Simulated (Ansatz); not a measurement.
Born–Oppenheimer molecular dynamics of BFH2 (4 atoms, charge 0, multiplicity 1). It starts from a relaxed structure.

The calculation used Ansatz, RKS BHLYP/6-31G*.

```json
{"ensemble": "NVT, Langevin thermostat", "time step": "0.5 fs", "steps asked": "166", "set temperature": "700 K", "friction": "0.02 /fs", "seed": "41606"}
```

First frame:

```xyz
4
Properties=species:S:1:pos:R:3
B 0.000 0.000 -0.017
F 0.000 0.000 1.296
H 1.048 0.000 -0.575
H -1.048 0.000 -0.575
```

Q: How far do the bonds stretch over the last three quarters of this one trajectory? (Pairs bonded in most of those frames.)

A: 
```csv
bond,mean (Å),spread (Å),shortest,longest
B1–F2,1.316,0.052,1.24,1.42
B1–H3,1.195,0.038,1.13,1.27
B1–H4,1.198,0.044,1.12,1.27
```

Mean temperature of the second half: 555 K. The mean temperature of the second half is 21 % below the set value. A run of 0.083 ps of so small a system gives no equilibrium averages.

Run time: 41 s on 1 thread of Intel(R) Xeon(R) 6975P-C (Granite Rapids), on a shared host, peak memory 0.085 GiB.
